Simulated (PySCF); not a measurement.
ammonia cation (H3N), SMILES N (connectivity only; charge and spin as stated), charge +1, multiplicity 2. Atoms are numbered in the order given.

```xyz
4

N      0.0000     0.0000     0.0000
H      1.0265     0.0000     0.0000
H     -0.5133    -0.8890     0.0000
H     -0.5133     0.8890     0.0000
```
Charge +1, spin multiplicity 2.

Coordinates come from a TPSSh-D3(BJ)/def2-TZVPD optimisation. The spin state was assumed, not searched.

Level of theory: PBE0/pcH-1 in PySCF.

Unrestricted Kohn–Sham, ⟨S²⟩ = 0.754. Hyperfine tensors hold the contact and dipolar terms, without spin-orbit corrections.

Computed hyperfine couplings:
| nucleus | A(iso) (MHz) | A(iso) (G) | dipolar principal values (MHz) |
|---|---|---|---|
| 14N no. 1 | 46.1 | 16.5 | -49.3, -49.3, 98.5 |
| 1H no. 2 | -82.0 | -29.2 | -55.6, -13.9, 69.5 |
| 1H no. 3 | -82.0 | -29.2 | -55.6, -13.9, 69.5 |
| 1H no. 4 | -82.0 | -29.2 | -55.6, -13.9, 69.5 |

Question: And the g tensor (effective nuclear charges for spin-orbit coupling, GIAO)? (Estimate from the structure and the level; the computed values follow.)

Answer: principal values 2.0022, 2.0041, 2.0041; isotropic 2.0034.
